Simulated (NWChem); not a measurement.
# Correlation energy of P (+1)

```xyz
1

P      0.0000     0.0000     0.0000
```
Charge +1, spin multiplicity 3.

The numbers come from NWChem runs, not from measurements.

Basis set: cc-pVDZ. Each correlation energy counts from its own Hartree-Fock reference.

The correlated methods keep 5 core orbitals frozen. No SCF solution was tested for a lower state. Open-shell Hartree-Fock references start from PBE0 orbitals. No row is a measurement; the coupled-cluster row has its own basis-set and correlation limits.

```tsv
method	correlation energy (mHa)
URI-MP2	-49.5
UMP2	-49.5
SCS-UMP2	?
CCSD on UHF	?
CCSD[T] on UHF	-70.9
CCSD(T) on UHF	-70.9
CCSD on ROHF	?
CCSD[T] on ROHF	-75.3
CCSD(T) on ROHF	-75.3
CCSDT on ROHF	?
```

Task: Complete the blanks.

Result: 
- SCS-UMP2, correlation energy (mHa): -52.3
- CCSD on UHF, correlation energy (mHa): -70.0
- CCSD on ROHF, correlation energy (mHa): -74.2
- CCSDT on ROHF, correlation energy (mHa): -75.6
